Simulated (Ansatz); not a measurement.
# C₃H₄F+ (SMILES C=C([CH2+])F): single points off equilibrium

One table from this session's results is given with a row withheld; the runs are named, their logs left out.

The runs use Ansatz 0.2.0, Gaussian basis; single points in def2-TZVPP.

Cores are frozen in the correlated methods.

## The starting structure

SMILES `C=C([CH2+])F`, 8 atoms, charge 1, spin multiplicity 1.

Atoms are counted from 1 here; the program's logs count them from 0.

Bond lengths: C1–C2 1.459 Å, C1–H5 1.122 Å, C1–H6 1.138 Å, C2–C3 1.458 Å, C2–F4 1.395 Å, C3–H7 1.137 Å, C3–H8 1.136 Å. Angles: C2–C1–H5 120.6°, C2–C1–H6 120.5°, H5–C1–H6 118.9°, C1–C2–C3 124.5°, C1–C2–F4 118.1°, C3–C2–F4 117.4°, C2–C3–H7 121.6°, C2–C3–H8 119.7°, H7–C3–H8 118.7°.

Geometry (Å):

```
C    -0.88740    0.82980    0.48120
C    -0.29700   -0.31460   -0.20410
C     1.13620   -0.54470   -0.34230
F    -1.15630   -1.24540   -0.78770
H    -2.00200    0.94510    0.54360
H    -0.22560    1.61030    0.97860
H     1.54390   -1.46210   -0.87690
H     1.87050    0.18050    0.13300
```

The first run:

File run/in.yaml:

```yaml
crystal:
  periodic: [false, false, false]
  atoms:
    - {symbol: C, position_ang: [-0.887400, 0.829800, 0.481200]}
    - {symbol: C, position_ang: [-0.297000, -0.314600, -0.204100]}
    - {symbol: C, position_ang: [1.136200, -0.544700, -0.342300]}
    - {symbol: F, position_ang: [-1.156300, -1.245400, -0.787700]}
    - {symbol: H, position_ang: [-2.002000, 0.945100, 0.543600]}
    - {symbol: H, position_ang: [-0.225600, 1.610300, 0.978600]}
    - {symbol: H, position_ang: [1.543900, -1.462100, -0.876900]}
    - {symbol: H, position_ang: [1.870500, 0.180500, 0.133000]}
basis:
  gaussian: {orbitals: def2-TZVPP}
total_charge: 1
correlation: {method: ccsd_t}
output: {forces: true}
```

On the command line:

```
$ ansatz run in.yaml --threads 8 --pin off --events-out ev --progress --plain --max-ram 10444MiB
```

Among the steps run: CCSD(T)/def2-TZVPP; PBE0-D4/def2-TZVPP; wB97M-V/def2-TZVPP; r2SCAN-D4/def2-TZVPP; PBE-D4/def2-TZVPP; wB97X-V/def2-TZVPP; HSE06-D4/def2-TZVPP.

One of the session's tables, all rows but one given; the rest of the session is left out.

| method | RMS force component (eV/Å) | angle to CCSD(T) forces (°) |
| --- | --- | --- |
| CCSD(T) | 1.012 | reference |
| PBE0-D4 | 1.107 | 6.9 |
| wB97M-V | ? | ? |
| r2SCAN-D4 | 1.025 | 5.8 |
| PBE-D4 | 0.896 | 6.4 |
| wB97X-V | 1.075 | 11.4 |
| HSE06-D4 | 1.104 | 6.7 |

**Question.** Estimate the row for wB97M-V.

**Answer.** RMS force component (eV/Å): 1.094; angle to CCSD(T) forces (°): 11.0. In the column «RMS force component (eV/Å)» it lies between wB97X-V (1.075) and HSE06-D4 (1.104).

Caveats from the session: The reference is not at the basis limit: in triple zeta CCSD(T) underbinds, which counts against methods that bind more; the gaps are no ranking.
